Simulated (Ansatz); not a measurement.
A calculation on hcp Re returned lattice constant a 2.736 Å, lattice parameter c 4.449 Å.

For reference: lattice constant a 2.761 Å (measured, 293 K, not corrected to a static lattice; as tabulated in Wikipedia's data pages); lattice parameter c 4.458 Å (measured, 293 K, no zero-point or thermal correction; as tabulated in Wikipedia's data pages).

Which level of theory produced these numbers?
A. PBE0 (Ansatz, a program for electronic structure)
B. r²SCAN (Ansatz)
C. BLYP (Ansatz)
D. r²SCAN0 (Ansatz)

D, r²SCAN0 (Ansatz)

The others give: PBE0 2.750 Å, 4.444 Å; BLYP 2.813 Å, 4.530 Å; r²SCAN 2.758 Å, 4.461 Å.

Unless a cell is named, each level is at its own relaxed cell (BLYP 15.53, PBE0 14.55, r²SCAN 14.70, r²SCAN0 14.41 Å³/atom).

Ansatz's density-functional and Hartree–Fock values are scalar-relativistic unless marked +SOC, with PAW data made under PBE.
